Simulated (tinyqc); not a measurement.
Worked calculation (part 1 of 2): CCSD on RHF in the sto-6g basis, for H3O+, spin multiplicity 1. Computed by tinyqc, a small Python program that keeps every step (integrals from PySCF). Settings: charge = 1, multiplicity = 1, basis = sto-6g, method = RHF, energy threshold = 1e-10, iteration cap = 86, orthogonalisation = symmetric, start = atomic densities, DIIS depth = 6, amplitude equations = CCSD, DIIS depth for amplitudes = 4, cap on updates = 88. Command: `OMP_NUM_THREADS=1 python tinyqc.py 30319 30320 out.jsonl` (the two numbers bound the seeds that draw the settings). One thread of a shared host (Intel(R) Xeon(R) Processor @ 2.60GHz), about 0.5 s of CPU time with the checks. The early iterations of the SCF are left out here.

## One-electron integrals

Geometry (angstrom):
```
atom,x,y,z
O,0.000000,0.000000,0.046000
H,1.088000,0.000000,0.000000
H,-0.544000,0.942000,0.000000
H,-0.544000,-0.942000,0.000000
```

Basis sto-6g: exponents (1/bohr^2) and contraction coefficients of normalised primitives:
```
element,l (shell),exponent,coefficient
O,s (1),1355.584234,0.009164
O,s (1),248.544885,0.049361
O,s (1),69.533902,0.168538
O,s (1),23.886772,0.370563
O,s (1),9.275933,0.416492
O,s (1),3.820341,0.130334
O,s (2),52.187762,-0.013253
O,s (2),10.329320,-0.046992
O,s (2),3.210345,-0.033785
O,s (2),1.235135,0.250242
O,s (2),0.536420,0.595117
O,s (2),0.245881,0.240706
O,p (3),52.187762,0.003760
O,p (3),10.329320,0.037679
O,p (3),3.210345,0.173897
O,p (3),1.235135,0.418036
O,p (3),0.536420,0.425860
O,p (3),0.245881,0.101708
H,s (1),35.523221,0.009164
H,s (1),6.513144,0.049361
H,s (1),1.822143,0.168538
H,s (1),0.625955,0.370563
H,s (1),0.243077,0.416492
H,s (1),0.100112,0.130334
```

Overlap, kinetic and nuclear-attraction integrals over the contracted functions; the nuclear repulsion is the sum of Za Zb / Rab.

nuclear repulsion = 12.50659707 hartree

overlap S:
```
,1O 1s,1O 2s,1O 2px,1O 2py,1O 2pz,2H 1s,3H 1s,4H 1s
1O 1s,1.000000,0.231145,0.000000,0.000000,0.000000,0.040936,0.040955,0.040955
1O 2s,0.231145,1.000000,0.000000,0.000000,0.000000,0.394817,0.394936,0.394936
1O 2px,0.000000,0.000000,1.000000,0.000000,0.000000,0.343980,-0.172061,-0.172061
1O 2py,0.000000,0.000000,0.000000,1.000000,0.000000,0.000000,0.297944,-0.297944
1O 2pz,0.000000,0.000000,0.000000,0.000000,1.000000,-0.014543,-0.014549,-0.014549
2H 1s,0.040936,0.394817,0.343980,0.000000,-0.014543,1.000000,0.144020,0.144020
3H 1s,0.040955,0.394936,-0.172061,0.297944,-0.014549,0.144020,1.000000,0.144099
4H 1s,0.040955,0.394936,-0.172061,-0.297944,-0.014549,0.144020,0.144099,1.000000
```

kinetic energy T (hartree):
```
,1O 1s,1O 2s,1O 2px,1O 2py,1O 2pz,2H 1s,3H 1s,4H 1s
1O 1s,29.327197,-0.896024,0.000000,0.000000,0.000000,-0.005690,-0.005687,-0.005687
1O 2s,-0.896024,0.842618,0.000000,0.000000,0.000000,0.073325,0.073396,0.073396
1O 2px,0.000000,0.000000,2.531309,0.000000,0.000000,0.191902,-0.096030,-0.096030
1O 2py,0.000000,0.000000,0.000000,2.531309,0.000000,0.000000,0.166287,-0.166287
1O 2pz,0.000000,0.000000,0.000000,0.000000,2.531309,-0.008113,-0.008120,-0.008120
2H 1s,-0.005690,0.073325,0.191902,0.000000,-0.008113,0.768522,-0.010059,-0.010059
3H 1s,-0.005687,0.073396,-0.096030,0.166287,-0.008120,-0.010059,0.768522,-0.010052
4H 1s,-0.005687,0.073396,-0.096030,-0.166287,-0.008120,-0.010059,-0.010052,0.768522
```

nuclear attraction V (hartree):
```
,1O 1s,1O 2s,1O 2px,1O 2py,1O 2pz,2H 1s,3H 1s,4H 1s
1O 1s,-62.716323,-6.488292,0.000007,0.000000,0.001609,-1.310293,-1.310916,-1.310916
1O 2s,-6.488292,-10.449683,0.000076,0.000000,0.018553,-3.182447,-3.183616,-3.183616
1O 2px,0.000007,0.000076,-10.495350,0.000000,-0.000003,-2.467454,1.234357,1.234357
1O 2py,0.000000,0.000000,0.000000,-10.495358,0.000000,0.000000,-2.137399,2.137399
1O 2pz,0.001609,0.018553,-0.000003,0.000000,-10.357106,0.108767,0.108820,0.108820
2H 1s,-1.310293,-3.182447,-2.467454,0.000000,0.108767,-5.604433,-0.919603,-0.919603
3H 1s,-1.310916,-3.183616,1.234357,-2.137399,0.108820,-0.919603,-5.605129,-0.920128
4H 1s,-1.310916,-3.183616,1.234357,2.137399,0.108820,-0.919603,-0.920128,-5.605129
```

core Hamiltonian H = T + V (hartree):
```
,1O 1s,1O 2s,1O 2px,1O 2py,1O 2pz,2H 1s,3H 1s,4H 1s
1O 1s,-33.389126,-7.384317,0.000007,0.000000,0.001609,-1.315982,-1.316602,-1.316602
1O 2s,-7.384317,-9.607064,0.000076,0.000000,0.018553,-3.109122,-3.110221,-3.110221
1O 2px,0.000007,0.000076,-7.964041,0.000000,-0.000003,-2.275552,1.138327,1.138327
1O 2py,0.000000,0.000000,0.000000,-7.964049,0.000000,0.000000,-1.971112,1.971112
1O 2pz,0.001609,0.018553,-0.000003,0.000000,-7.825798,0.100654,0.100700,0.100700
2H 1s,-1.315982,-3.109122,-2.275552,0.000000,0.100654,-4.835911,-0.929662,-0.929662
3H 1s,-1.316602,-3.110221,1.138327,-1.971112,0.100700,-0.929662,-4.836606,-0.930180
4H 1s,-1.316602,-3.110221,1.138327,1.971112,0.100700,-0.929662,-0.930180,-4.836606
```

## Two-electron integrals

Functions are numbered as in S; the eight-fold symmetry (ij|kl) = (ji|kl) = (kl|ij) leaves the list below.

Two-electron integrals (ij|kl) in chemists' order, unique and non-zero (hartree):
```
i,j,k,l,(ij|kl)
1,1,1,1,4.787491
2,1,1,1,0.675884
2,1,2,1,0.121505
2,2,1,1,1.117379
2,2,2,1,0.249212
2,2,2,2,0.817383
3,1,3,1,0.025762
3,2,3,1,0.039145
3,2,3,2,0.180664
3,3,1,1,1.117381
3,3,2,1,0.249212
3,3,2,2,0.817382
3,3,3,3,0.880663
4,1,4,1,0.025762
4,2,4,1,0.039145
4,2,4,2,0.180664
4,3,4,3,0.047461
4,4,1,1,1.117381
4,4,2,1,0.249212
4,4,2,2,0.817382
4,4,3,3,0.785741
4,4,4,4,0.880663
5,1,5,1,0.025762
5,2,5,1,0.039145
5,2,5,2,0.180664
5,3,5,3,0.047461
5,4,5,4,0.047461
5,5,1,1,1.117381
5,5,2,1,0.249212
5,5,2,2,0.817382
5,5,3,3,0.785741
5,5,4,4,0.785741
5,5,5,5,0.880663
6,1,1,1,0.127490
6,1,2,1,0.021975
6,1,2,2,0.044111
6,1,3,1,0.001076
6,1,3,2,0.002107
6,1,3,3,0.044298
6,1,4,4,0.044017
6,1,5,1,-0.000046
6,1,5,2,-0.000089
6,1,5,3,-0.000012
6,1,5,5,0.044017
6,1,6,1,0.004051
6,2,1,1,0.320174
6,2,2,1,0.072459
6,2,2,2,0.264429
6,2,3,1,0.005812
6,2,3,2,0.043517
6,2,3,3,0.273326
6,2,4,4,0.259969
6,2,5,1,-0.000246
6,2,5,2,-0.001840
6,2,5,3,-0.000565
6,2,5,5,0.259992
6,2,6,1,0.013186
6,2,6,2,0.108016
6,3,1,1,0.235900
6,3,2,1,0.054128
6,3,2,2,0.210652
6,3,3,1,0.011676
6,3,3,2,0.077434
6,3,3,3,0.229395
6,3,4,4,0.201270
6,3,5,1,-0.000159
6,3,5,2,-0.001371
6,3,5,3,-0.000813
6,3,5,5,0.201289
6,3,6,1,0.010283
6,3,6,2,0.104599
6,3,6,3,0.115087
6,4,4,1,0.007914
6,4,4,2,0.045001
6,4,4,3,0.008906
6,4,5,4,-0.000377
6,4,6,4,0.014980
6,5,1,1,-0.009974
6,5,2,1,-0.002289
6,5,2,2,-0.008906
6,5,3,1,-0.000159
6,5,3,2,-0.001371
6,5,3,3,-0.008946
6,5,4,4,-0.008510
6,5,5,1,0.007921
6,5,5,2,0.045059
6,5,5,3,0.008925
6,5,5,5,-0.009263
6,5,6,1,-0.000435
6,5,6,2,-0.004422
6,5,6,3,-0.004232
6,5,6,5,0.015158
6,6,1,1,0.475053
6,6,2,1,0.109510
6,6,2,2,0.458108
6,6,3,1,0.011008
6,6,3,2,0.113845
6,6,3,3,0.493891
6,6,4,4,0.440167
6,6,5,1,-0.000465
6,6,5,2,-0.004813
6,6,5,3,-0.002271
6,6,5,5,0.440263
6,6,6,1,0.020113
6,6,6,2,0.241190
6,6,6,3,0.266350
6,6,6,5,-0.011261
6,6,6,6,0.774999
7,1,1,1,0.127550
7,1,2,1,0.021985
7,1,2,2,0.044131
7,1,3,1,-0.000539
7,1,3,2,-0.001054
7,1,3,3,0.044108
7,1,4,1,0.000932
7,1,4,2,0.001825
7,1,4,3,-0.000122
7,1,4,4,0.044249
7,1,5,1,-0.000046
7,1,5,2,-0.000089
7,1,5,3,0.000006
7,1,5,4,-0.000010
7,1,5,5,0.044038
7,1,6,1,0.003980
7,1,6,2,0.012664
7,1,6,3,0.009249
7,1,6,4,0.000365
7,1,6,5,-0.000418
7,1,6,6,0.019063
7,1,7,1,0.004055
7,2,1,1,0.320292
7,2,2,1,0.072485
7,2,2,2,0.264522
7,2,3,1,-0.002908
7,2,3,2,-0.021770
7,2,3,3,0.263401
7,2,4,1,0.005035
7,2,4,2,0.037697
7,2,4,3,-0.005787
7,2,4,4,0.270080
7,2,5,1,-0.000246
7,2,5,2,-0.001841
7,2,5,3,0.000283
7,2,5,4,-0.000489
7,2,5,5,0.260083
7,2,6,1,0.012662
7,2,6,2,0.083461
7,2,6,3,0.062016
7,2,6,4,0.009411
7,2,6,5,-0.003311
7,2,6,6,0.147780
7,2,7,1,0.013197
7,2,7,2,0.108086
7,3,1,1,-0.118008
7,3,2,1,-0.027077
7,3,2,2,-0.105375
7,3,3,1,0.008859
7,3,3,2,0.053132
7,3,3,3,-0.110883
7,3,4,1,-0.001630
7,3,4,2,-0.014050
7,3,4,3,0.009949
7,3,4,4,-0.104551
7,3,5,1,0.000080
7,3,5,2,0.000686
7,3,5,3,-0.000486
7,3,5,4,0.000189
7,3,5,5,-0.100692
7,3,6,1,-0.004308
7,3,6,2,-0.022861
7,3,6,3,-0.006540
7,3,6,4,-0.001948
7,3,6,5,0.000887
7,3,6,6,-0.031397
7,3,7,1,-0.005146
7,3,7,2,-0.052340
7,3,7,3,0.040039
7,4,1,1,0.204344
7,4,2,1,0.046887
7,4,2,2,0.182470
7,4,3,1,-0.001630
7,4,3,2,-0.014050
7,4,3,3,0.176577
7,4,4,1,0.010740
7,4,4,2,0.069347
7,4,4,3,-0.008324
7,4,4,4,0.196472
7,4,5,1,-0.000138
7,4,5,2,-0.001188
7,4,5,3,0.000189
7,4,5,4,-0.000704
7,4,5,5,0.174359
7,4,6,1,0.008191
7,4,6,2,0.058407
7,4,6,3,0.043122
7,4,6,4,0.017237
7,4,6,5,-0.002275
7,4,6,6,0.104998
7,4,7,1,0.008912
7,4,7,2,0.090632
7,4,7,3,-0.043376
7,4,7,4,0.090100
7,5,1,1,-0.009979
7,5,2,1,-0.002290
7,5,2,2,-0.008910
7,5,3,1,0.000080
7,5,3,2,0.000686
7,5,3,3,-0.008623
7,5,4,1,-0.000138
7,5,4,2,-0.001188
7,5,4,3,0.000189
7,5,4,4,-0.008841
7,5,5,1,0.007924
7,5,5,2,0.045076
7,5,5,3,-0.004465
7,5,5,4,0.007731
7,5,5,5,-0.009268
7,5,6,1,-0.000418
7,5,6,2,-0.003312
7,5,6,3,-0.002414
7,5,6,4,-0.000370
7,5,6,5,0.011197
7,5,6,6,-0.006363
7,5,7,1,-0.000435
7,5,7,2,-0.004426
7,5,7,3,0.002118
7,5,7,4,-0.003668
7,5,7,5,0.015169
7,6,1,1,0.088637
7,6,2,1,0.020225
7,6,2,2,0.079071
7,6,3,1,0.000664
7,6,3,2,0.005749
7,6,3,3,0.079612
7,6,4,1,0.001150
7,6,4,2,0.009957
7,6,4,3,0.000371
7,6,4,4,0.080040
7,6,5,1,-0.000112
7,6,5,2,-0.000972
7,6,5,3,-0.000115
7,6,5,4,-0.000199
7,6,5,5,0.077561
7,6,6,1,0.003623
7,6,6,2,0.030834
7,6,6,3,0.027937
7,6,6,4,0.003292
7,6,6,5,-0.001422
7,6,6,6,0.069119
7,6,7,1,0.003624
7,6,7,2,0.030843
7,6,7,3,-0.011122
7,6,7,4,0.025844
7,6,7,5,-0.001423
7,6,7,6,0.010796
7,7,1,1,0.475133
7,7,2,1,0.109528
7,7,2,2,0.458174
7,7,3,1,-0.005507
7,7,3,2,-0.056944
7,7,3,3,0.453668
7,7,4,1,0.009536
7,7,4,2,0.098606
7,7,4,3,-0.023271
7,7,4,4,0.480526
7,7,5,1,-0.000466
7,7,5,2,-0.004815
7,7,5,3,0.001136
7,7,5,4,-0.001968
7,7,5,5,0.440325
7,7,6,1,0.019057
7,7,6,2,0.147749
7,7,6,3,0.106612
7,7,6,4,0.025314
7,7,6,5,-0.006362
7,7,6,6,0.279348
7,7,7,1,0.020126
7,7,7,2,0.241283
7,7,7,3,-0.133243
7,7,7,4,0.230727
7,7,7,5,-0.011267
7,7,7,6,0.069119
7,7,7,7,0.774999
8,1,1,1,0.127550
8,1,2,1,0.021985
8,1,2,2,0.044131
8,1,3,1,-0.000539
8,1,3,2,-0.001054
8,1,3,3,0.044108
8,1,4,1,-0.000932
8,1,4,2,-0.001825
8,1,4,3,0.000122
8,1,4,4,0.044249
8,1,5,1,-0.000046
8,1,5,2,-0.000089
8,1,5,3,0.000006
8,1,5,4,0.000010
8,1,5,5,0.044038
8,1,6,1,0.003980
8,1,6,2,0.012664
8,1,6,3,0.009249
8,1,6,4,-0.000365
8,1,6,5,-0.000418
8,1,6,6,0.019063
8,1,7,1,0.003982
8,1,7,2,0.012668
8,1,7,3,-0.004944
8,1,7,4,0.007829
8,1,7,5,-0.000418
8,1,7,6,0.003506
8,1,7,7,0.019066
8,1,8,1,0.004055
8,2,1,1,0.320292
8,2,2,1,0.072485
8,2,2,2,0.264522
8,2,3,1,-0.002908
8,2,3,2,-0.021770
8,2,3,3,0.263401
8,2,4,1,-0.005035
8,2,4,2,-0.037697
8,2,4,3,0.005787
8,2,4,4,0.270080
8,2,5,1,-0.000246
8,2,5,2,-0.001841
8,2,5,3,0.000283
8,2,5,4,0.000489
8,2,5,5,0.260083
8,2,6,1,0.012662
8,2,6,2,0.083461
8,2,6,3,0.062016
8,2,6,4,-0.009411
8,2,6,5,-0.003311
8,2,6,6,0.147780
8,2,7,1,0.012668
8,2,7,2,0.083493
8,2,7,3,-0.039180
8,2,7,4,0.049013
8,2,7,5,-0.003313
8,2,7,6,0.024504
8,2,7,7,0.147807
8,2,8,1,0.013197
8,2,8,2,0.108086
8,3,1,1,-0.118008
8,3,2,1,-0.027077
8,3,2,2,-0.105375
8,3,3,1,0.008859
8,3,3,2,0.053132
8,3,3,3,-0.110883
8,3,4,1,0.001630
8,3,4,2,0.014050
8,3,4,3,-0.009949
8,3,4,4,-0.104551
8,3,5,1,0.000080
8,3,5,2,0.000686
8,3,5,3,-0.000486
8,3,5,4,-0.000189
8,3,5,5,-0.100692
8,3,6,1,-0.004308
8,3,6,2,-0.022861
8,3,6,3,-0.006540
8,3,6,4,0.001948
8,3,6,5,0.000887
8,3,6,6,-0.031397
8,3,7,1,-0.004944
8,3,7,2,-0.039180
8,3,7,3,0.029142
8,3,7,4,-0.022546
8,3,7,5,0.001528
8,3,7,6,-0.008673
8,3,7,7,-0.075272
8,3,8,1,-0.005146
8,3,8,2,-0.052340
8,3,8,3,0.040039
8,4,1,1,-0.204344
8,4,2,1,-0.046887
8,4,2,2,-0.182470
8,4,3,1,0.001630
8,4,3,2,0.014050
8,4,3,3,-0.176577
8,4,4,1,0.010740
8,4,4,2,0.069347
8,4,4,3,-0.008324
8,4,4,4,-0.196472
8,4,5,1,0.000138
8,4,5,2,0.001188
8,4,5,3,-0.000189
8,4,5,4,-0.000704
8,4,5,5,-0.174359
8,4,6,1,-0.008191
8,4,6,2,-0.058407
8,4,6,3,-0.043122
8,4,6,4,0.017237
8,4,6,5,0.002275
8,4,6,6,-0.104998
8,4,7,1,-0.007829
8,4,7,2,-0.049013
8,4,7,3,0.022546
8,4,7,4,-0.018422
8,4,7,5,0.001906
8,4,7,6,-0.015018
8,4,7,7,-0.079688
8,4,8,1,-0.008912
8,4,8,2,-0.090632
8,4,8,3,0.043376
8,4,8,4,0.090100
8,5,1,1,-0.009979
8,5,2,1,-0.002290
8,5,2,2,-0.008910
8,5,3,1,0.000080
8,5,3,2,0.000686
8,5,3,3,-0.008623
8,5,4,1,0.000138
8,5,4,2,0.001188
8,5,4,3,-0.000189
8,5,4,4,-0.008841
8,5,5,1,0.007924
8,5,5,2,0.045076
8,5,5,3,-0.004465
8,5,5,4,-0.007731
8,5,5,5,-0.009268
8,5,6,1,-0.000418
8,5,6,2,-0.003312
8,5,6,3,-0.002414
8,5,6,4,0.000370
8,5,6,5,0.011197
8,5,6,6,-0.006363
8,5,7,1,-0.000418
8,5,7,2,-0.003313
8,5,7,3,0.001528
8,5,7,4,-0.001906
8,5,7,5,0.011202
8,5,7,6,-0.001092
8,5,7,7,-0.006365
8,5,8,1,-0.000435
8,5,8,2,-0.004426
8,5,8,3,0.002118
8,5,8,4,0.003668
8,5,8,5,0.015169
8,6,1,1,0.088637
8,6,2,1,0.020225
8,6,2,2,0.079071
8,6,3,1,0.000664
8,6,3,2,0.005749
8,6,3,3,0.079612
8,6,4,1,-0.001150
8,6,4,2,-0.009957
8,6,4,3,-0.000371
8,6,4,4,0.080040
8,6,5,1,-0.000112
8,6,5,2,-0.000972
8,6,5,3,-0.000115
8,6,5,4,0.000199
8,6,5,5,0.077561
8,6,6,1,0.003623
8,6,6,2,0.030834
8,6,6,3,0.027937
8,6,6,4,-0.003292
8,6,6,5,-0.001422
8,6,6,6,0.069119
8,6,7,1,0.003506
8,6,7,2,0.024504
8,6,7,3,-0.008673
8,6,7,4,0.015018
8,6,7,5,-0.001092
8,6,7,6,0.008679
8,6,7,7,0.044347
8,6,8,1,0.003624
8,6,8,2,0.030843
8,6,8,3,-0.011122
8,6,8,4,-0.025844
8,6,8,5,-0.001423
8,6,8,6,0.010796
8,7,1,1,0.088686
8,7,2,1,0.020236
8,7,2,2,0.079115
8,7,3,1,-0.001329
8,7,3,2,-0.011506
8,7,3,3,0.080301
8,7,4,4,0.079441
8,7,5,1,-0.000112
8,7,5,2,-0.000973
8,7,5,3,0.000230
8,7,5,5,0.077604
8,7,6,1,0.003506
8,7,6,2,0.024508
8,7,6,3,0.017346
8,7,6,5,-0.001092
8,7,6,6,0.044365
8,7,7,1,0.003626
8,7,7,2,0.030861
8,7,7,3,-0.016837
8,7,7,4,0.022565
8,7,7,5,-0.001424
8,7,7,6,0.008683
8,7,7,7,0.069164
8,7,8,1,0.003626
8,7,8,2,0.030861
8,7,8,3,-0.016837
8,7,8,4,-0.022565
8,7,8,5,-0.001424
8,7,8,6,0.008683
8,7,8,7,0.010809
8,8,1,1,0.475133
8,8,2,1,0.109528
8,8,2,2,0.458174
8,8,3,1,-0.005507
8,8,3,2,-0.056944
8,8,3,3,0.453668
8,8,4,1,-0.009536
8,8,4,2,-0.098606
8,8,4,3,0.023271
8,8,4,4,0.480526
8,8,5,1,-0.000466
8,8,5,2,-0.004815
8,8,5,3,0.001136
8,8,5,4,0.001968
8,8,5,5,0.440325
8,8,6,1,0.019057
8,8,6,2,0.147749
8,8,6,3,0.106612
8,8,6,4,-0.025314
8,8,6,5,-0.006362
8,8,6,6,0.279348
8,8,7,1,0.019066
8,8,7,2,0.147807
8,8,7,3,-0.075272
8,8,7,4,0.079688
8,8,7,5,-0.006365
8,8,7,6,0.044347
8,8,7,7,0.279399
8,8,8,1,0.020126
8,8,8,2,0.241283
8,8,8,3,-0.133243
8,8,8,4,-0.230727
8,8,8,5,-0.011267
8,8,8,6,0.069119
8,8,8,7,0.069164
8,8,8,8,0.774999
```

## Orthogonalisation

S = U s U^T; symmetric (Loewdin) form X = U s^(-1/2) U^T, so that X^T S X = 1.

eigenvalues of S: 0.412194  0.500479  0.500551  0.982747  1.003761  1.355422  1.355456  1.889391

X:
```
,1O 1s,1O 2s,1O 2px,1O 2py,1O 2pz,2H 1s,3H 1s,4H 1s
1O 1s,1.023070,-0.139159,0.000004,0.000000,0.000703,0.016888,0.016892,0.016892
1O 2s,-0.139159,1.226610,-0.000053,0.000000,-0.007425,-0.220021,-0.220124,-0.220124
1O 2px,0.000004,-0.000053,1.089484,0.000000,0.000002,-0.223109,0.111604,0.111604
1O 2py,0.000000,0.000000,0.000000,1.089500,0.000000,0.000000,-0.193275,0.193275
1O 2pz,0.000703,-0.007425,0.000002,0.000000,1.000268,0.007967,0.007972,0.007972
2H 1s,0.016888,-0.220021,-0.223109,0.000000,0.007967,1.135891,-0.046967,-0.046967
3H 1s,0.016892,-0.220124,0.111604,-0.193275,0.007972,-0.046967,1.135984,-0.046993
4H 1s,0.016892,-0.220124,0.111604,0.193275,0.007972,-0.046967,-0.046993,1.135984
```

## Starting guess

The start is atomic minimal-basis densities projected into this basis (PySCF's MINAO start) and scaled to the electron count of each spin; this density is not idempotent, so its energy is not variational and may lie below the converged one.

D at the start:
```
,1O 1s,1O 2s,1O 2px,1O 2py,1O 2pz,2H 1s,3H 1s,4H 1s
1O 1s,1.940042,-0.431810,-0.000004,0.000000,-0.001232,-0.011103,-0.011103,-0.011103
1O 2s,-0.431810,1.879011,0.000029,0.000000,0.007053,0.038784,0.038774,0.038774
1O 2px,-0.000004,0.000029,1.049792,0.000000,-0.000002,0.128723,-0.064362,-0.064362
1O 2py,0.000000,0.000000,0.000000,1.049798,0.000000,0.000000,0.111470,-0.111470
1O 2pz,-0.001232,0.007053,-0.000002,0.000000,1.186649,-0.003758,-0.003758,-0.003758
2H 1s,-0.011103,0.038784,0.128723,0.000000,-0.003758,0.901722,0.039307,0.039307
3H 1s,-0.011103,0.038774,-0.064362,0.111470,-0.003758,0.039307,0.901725,0.039331
4H 1s,-0.011103,0.038774,-0.064362,-0.111470,-0.003758,0.039307,0.039331,0.901725
```

## Iteration 8 (converged): orbitals

converged F (hartree):
```
,1O 1s,1O 2s,1O 2px,1O 2py,1O 2pz,2H 1s,3H 1s,4H 1s
1O 1s,-21.041977,-5.085782,0.000006,0.000000,0.002946,-0.906948,-0.907373,-0.907373
1O 2s,-5.085782,-2.781372,0.000060,0.000000,0.011713,-0.978113,-0.978437,-0.978437
1O 2px,0.000006,0.000060,-0.798374,0.000000,-0.000003,-0.585352,0.292795,0.292795
1O 2py,0.000000,0.000000,0.000000,-0.798402,0.000000,0.000000,-0.507002,0.507002
1O 2pz,0.002946,0.011713,-0.000003,0.000000,-0.845602,0.030518,0.030528,0.030528
2H 1s,-0.906948,-0.978113,-0.585352,0.000000,0.030518,-0.722884,-0.258884,-0.258884
3H 1s,-0.907373,-0.978437,0.292795,-0.507002,0.030528,-0.258884,-0.723095,-0.259034
4H 1s,-0.907373,-0.978437,0.292795,0.507002,0.030528,-0.258884,-0.259034,-0.723095
```

Diagonalise F' = X^T F X, C = X C', fill 5 alpha and 5 beta electrons from the bottom; D = 2 C_occ C_occ^T. Each column has its largest component positive (the first on a tie).

F' = X^T F X (hartree):
```
,1,2,3,4,5,6,7,8
1,-20.711123,-2.527835,0.000008,0.000000,0.004362,-0.128566,-0.128676,-0.128676
2,-2.527835,-1.618347,-0.000036,0.000000,-0.005693,-0.427267,-0.427424,-0.427424
3,0.000008,-0.000036,-0.555343,0.000000,0.000002,-0.481536,0.240849,0.240849
4,0.000000,0.000000,0.000000,-0.555338,0.000000,0.000000,-0.417106,0.417106
5,0.004362,-0.005693,0.000002,0.000000,-0.844796,0.020555,0.020563,0.020563
6,-0.128566,-0.427267,-0.481536,0.000000,0.020555,-0.298460,-0.053002,-0.053002
7,-0.128676,-0.427424,0.240849,-0.417106,0.020563,-0.053002,-0.298422,-0.053033
8,-0.128676,-0.427424,0.240849,0.417106,0.020563,-0.053002,-0.053033,-0.298422
```

orbital energies (hartree): MO1 -21.044992, MO2 -1.678425, MO3 -1.010258, MO4 -1.010236, MO5 -0.846024, MO6 -0.009284, MO7 0.209438, MO8 0.209531

coefficients C:
```
,MO1,MO2,MO3,MO4,MO5,MO6,MO7,MO8
1O 1s,0.996736,-0.230148,0.000000,-0.000026,-0.008169,-0.142746,-0.000081,0.000000
1O 2s,0.015143,0.896342,0.000000,0.000144,0.043179,0.929402,0.000595,0.000000
1O 2px,-0.000001,-0.000060,0.000000,0.695814,-0.000013,0.000334,-0.881763,0.000000
1O 2py,0.000000,0.000000,0.695815,0.000000,0.000000,0.000000,0.000000,0.881795
1O 2pz,-0.000258,-0.013940,0.000000,0.000012,0.998696,-0.056508,-0.000034,0.000000
2H 1s,-0.002542,0.097601,0.000000,0.413133,-0.016523,-0.633578,0.900717,0.000000
3H 1s,-0.002544,0.097644,0.357794,-0.206569,-0.016513,-0.632962,-0.450878,-0.780420
4H 1s,-0.002544,0.097644,-0.357794,-0.206569,-0.016513,-0.632962,-0.450878,0.780420
```

D after iteration 8:
```
,1O 1s,1O 2s,1O 2px,1O 2py,1O 2pz,2H 1s,3H 1s,4H 1s
1O 1s,2.093034,-0.383102,-0.000011,0.000000,-0.010415,-0.049745,-0.049735,-0.049735
1O 2s,-0.383102,1.611046,0.000092,0.000000,0.061247,0.173582,0.173483,0.173483
1O 2px,-0.000011,0.000092,0.968314,0.000000,-0.000008,0.574917,-0.287478,-0.287478
1O 2py,0.000000,0.000000,0.000000,0.968317,0.000000,0.000000,0.497917,-0.497917
1O 2pz,-0.010415,0.061247,-0.000008,0.000000,1.995178,-0.035713,-0.035709,-0.035709
2H 1s,-0.049745,0.173582,0.574917,0.000000,-0.035713,0.360969,-0.151062,-0.151062
3H 1s,-0.049735,0.173483,-0.287478,0.497917,-0.035709,-0.151062,0.361002,-0.151065
4H 1s,-0.049735,0.173483,-0.287478,-0.497917,-0.035709,-0.151062,-0.151065,0.361002
```

Within a degenerate level the vectors are fixed only up to a rotation; this is one choice.

## Convergence

Stop when the energy changes by less than 1e-10 hartree and every element of the error matrix X^T (F D S - S D F) X is below 3e-06.

Course of the cycle:
```
iteration,E (hartree),change,largest element of the error matrix
1,-71.84518983,-,9.33e-01
2,-75.86804650,-4.02e+00,3.31e-01
3,-76.00830670,-1.40e-01,2.68e-02
4,-76.00915235,-8.46e-04,5.31e-03
5,-76.00918980,-3.74e-05,1.09e-04
6,-76.00918985,-5.09e-08,2.94e-05
7,-76.00918985,-4.34e-09,2.19e-06
8,-76.00918985,-9.89e-12,3.51e-09
```

PySCF RHF in the same basis = -76.00918985 hartree

Converged in 8 iterations.

## Populations, bond orders and dipole

Mulliken: Z minus the diagonal of D S on the atom; Loewdin: the same with S^(1/2) D S^(1/2); Mayer order: 2 sum_s sum (D(s) S)_ij (D(s) S)_ji over the two atoms.

Charges (e):
```
atom,Mulliken,Loewdin
1O,-0.253186,-0.039301
2H,0.417767,0.346494
3H,0.417710,0.346404
4H,0.417710,0.346404
```

Mayer bond orders:
```
pair,order
2-1,0.778817
3-1,0.778877
3-2,0.023327
4-1,0.778877
4-2,0.023327
4-3,0.023314
```

dipole moment about the origin, x y z (debye): 0.000291  0.000000  -0.139885
